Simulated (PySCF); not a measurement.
**Highest orbital energy against ionisation energy along group 14**

Calculated with PySCF 2.14, no spin-orbit coupling. Each cell gives −ε(HOMO) / ΔSCF in eV; NIST values include spin-orbit coupling, (s) semi-empirical, (t) theoretical.

| species | UHF | LDA | PBE | PBE0 | r2SCAN | NIST (lowest levels) |
| --- | --- | --- | --- | --- | --- | --- |
| C (aug-cc-pCVTZ-DK, spin-free X2C) | 11.938 / 10.793 | 6.124 / 11.684 | 6.093 / 11.536 | 7.645 / 11.509 | 6.569 / 11.664 | 11.260 |
| Si (aug-cc-pCVTZ-DK, spin-free X2C) | 8.188 / 7.628 | 4.569 / 8.225 | 4.596 / 8.188 | 5.618 / 8.208 | 4.906 / 8.309 | 8.152 |
| Sn (aug-cc-pwCVTZ-DK3, spin-free X2C) | 7.269 / 6.848 | 4.179 / 7.422 | 4.126 / 7.268 | 5.039 / 7.313 | 4.411 / 7.408 | 7.344 |
| Pb (aug-cc-pwCVTZ-DK3, spin-free X2C) | 6.958 / 6.574 | 4.018 / 7.175 | 3.930 / 6.990 | 4.808 / 7.027 | 4.206 / 7.106 | 7.417 |

**Question.** How far is −ε(HOMO) from ΔSCF on average for each method, and why?

**Answer.** UHF 0.63 eV; LDA -3.90 eV; PBE -3.81 eV; PBE0 -2.74 eV; r2SCAN -3.60 eV. Hartree-Fock orbital energies lack relaxation and so exceed the ΔSCF value; semilocal functionals have convex E(N) from self-interaction, so their HOMO lies far too high; exact exchange moves hybrids part of the way back.
